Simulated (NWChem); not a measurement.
## Polarisability of chlorine (Cl2)

```xyz
2

Cl     0.0000     0.0000     1.0128
Cl     0.0000     0.0000    -1.0128
```
Charge 0, spin multiplicity 1.

Program: NWChem. All single points use one geometry, from PBE0/def2-SVP, a minimum by its harmonic frequencies.

Basis set: 6-31G*. Static limit. This basis has no diffuse functions, which lowers polarisabilities.

The correlated methods keep 10 core orbitals frozen. The Pople sets run with spherical d functions. Coupled-cluster values serve here as a point of comparison, not as the truth.

Problem. One of these methods gave an isotropic polarisability of 18.14 bohr³. Which?
A. HF
B. PBE
C. CCSD linear response

Solution. C, CCSD linear response. The others give 17.97 (PBE), 19.14 (HF).
